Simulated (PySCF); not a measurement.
An EPR job on `C#CC[CH2]` [radical].

Computed with UKS B3LYP, pcH-1 on C H, non-relativistic, mean-field spin-orbit, GIAO (PySCF 2.14.0). Geometry: GFN2-xTB. A driver script takes a list of jobs; this job's settings line and coordinates (Å) are shown.

Input:
```
{"job": {"kind": "epr", "basis": "pcH-1"}, "charge": 0, "multiplicity": 2}
C      2.014299     0.089495    -0.471582
C      0.893281    -0.272778    -0.258170
C     -0.497619    -0.622779     0.017739
C     -1.217679     0.614767     0.387840
H      3.006027     0.371179    -0.665678
H     -0.515094    -1.352868     0.833071
H     -0.922723    -1.077321    -0.882673
H     -1.585372     1.269676    -0.378596
H     -1.161558     0.986622     1.392868
```

Question: Give the output.

Answer: 
```
UKS, coarse grid
  cycle   1  E = -155.27360706  |g| = 2.63e-01
  cycle   2  E = -155.27889373  |g| = 2.44e-01
  cycle   3  E = -155.30969497  |g| = 5.06e-02
  cycle   4  E = -155.30998576  |g| = 4.62e-02
  cycle   5  E = -155.31104685  |g| = 4.16e-03
  cycle   6  E = -155.31105760  |g| = 1.98e-03
  cycle   7  E = -155.31105970  |g| = 8.02e-04
UKS, final grid
  cycle   1  E = -155.31106451  |g| = 8.61e-04
  cycle   2  E = -155.31106435  |g| = 1.06e-03
  cycle   3  E = -155.31106489  |g| = 1.47e-04
  cycle   4  E = -155.31106490  |g| = 6.48e-05
  cycle   5  E = -155.31106490  |g| = 1.91e-05
E = -155.31106490 Eh   <S^2> = 0.7536 (exact 0.7500)
g shifts (ppm)      1          2          3
  rmc          -144       -144       -144
  gc              8         36         21
  oz_so         -22        522        566
  total        -158        413        443
hyperfine (MHz)  atom isotope    a_iso     a_fc   dipolar eigenvalues
    0   13C       8.38       8.38     -5.25     -2.80      8.05
    1   13C     108.54     108.54     -6.30     -3.32      9.62
    2   13C     -25.98     -25.98     -2.61      0.48      2.13
    3   13C     102.35     102.35    -82.93    -82.14    165.07
    4    1H      -2.46      -2.46     -2.90     -0.77      3.66
    5    1H      31.88      31.88     -5.17     -4.66      9.84
    6    1H      31.59      31.59     -5.18     -4.66      9.83
    7    1H     -61.50     -61.50    -39.55     -0.91     40.47
    8    1H     -61.50     -61.50    -39.55     -0.91     40.47
```

rmc, gc and oz_so are the mass-correction, gauge-correction and orbital-Zeeman/spin–orbit parts of the g shift along its three principal axes; a_iso is the isotropic hyperfine coupling and a_fc its Fermi-contact part. Atoms in this output count from 0.

Question: How far is ⟨S²⟩ from the pure-spin value?

Answer: S = 0.5 gives S(S+1) = 0.75; the run has 0.7536, 0.0036 more.

Summary of the converged run: ⟨S²⟩ 0.754; g_iso 2.0026.

Geometry: GFN2-xTB, one conformer, isolated molecule.

Time: 17 s wall. Hardware: one thread of an Arm Neoverse N1, shared host.
Labels such as C1 count atoms from 1, the log's own numbers from 0.
